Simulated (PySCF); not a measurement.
Compound: ClH5Si2.
Numbering: `[SiH3:1][SiH2:2][Cl:3]` (hydrogens: H4, H5, H6 on Si1; H7, H8 on Si2)

Structure used (PBE0-D3(BJ)/def2-SVP), in Å, numbered top down from 1:
```xyz
8
ClH5Si2 angstrom
Si     1.203    0.171    0.036
Si    -1.105   -0.300   -0.021
Cl    -2.151    1.457   -0.382
H      1.768   -0.218    1.364
H      1.909   -0.600   -1.032
H      1.414    1.633   -0.185
H     -1.580   -0.857    1.280
H     -1.440   -1.267   -1.108
```

Jobs on this species (8 atoms, 50 electrons) with PySCF (density fitting). Hardware of each: one thread, Arm Neoverse V2, no GPU, on a shared host. The host was shared with other jobs, so the times are rough.

```json
{"level and settings": "CAM-B3LYP/def2-SVPD", "work": "10 singlets by full TDDFT, 4 Tamm–Dancoff triplets, polarisability, ΔSCF ions, density and orbital grids written", "basis functions": "115", "SCF cycles": "?", "wall time": "?"}
{"level and settings": "PBE0-D3(BJ)/def2-SVP, grid level 1", "work": "geometry optimisation from a GFN2-xTB start", "basis functions": "79", "SCF cycles": "?", "wall time": "?"}
{"level and settings": "delta-SCF UKS SCAN, pcX-2 on the ionised atom, pcseg-1 elsewhere, spin-free X2C", "work": "ΔSCF core ionisation, 6 holes", "basis functions": "121", "SCF cycles": "69", "wall time": "17 s"}
{"level and settings": "PBE0/pcSseg-1", "work": "shieldings, charges and field gradients, density and orbital grids written", "basis functions": "97", "SCF cycles": "10", "wall time": "6.6 s"}
{"level and settings": "wB97X-D/pcSseg-2", "work": "shieldings", "basis functions": "199", "SCF cycles": "12", "wall time": "15 s"}
```

Task: Fill in the missing figures.

Result: 
- CAM-B3LYP/def2-SVPD; 10 singlets by full TDDFT, 4 Tamm–Dancoff triplets, polarisability, ΔSCF ions, density and orbital grids written: 23 s, 10 SCF cycles
- PBE0-D3(BJ)/def2-SVP, grid level 1; geometry optimisation from a GFN2-xTB start: 12 s, 34 SCF cycles

Task: What do all jobs in the table cost together?

Result: About 74 s; the longest takes about 31 % of that, and about 3.5 times as long as the shortest.
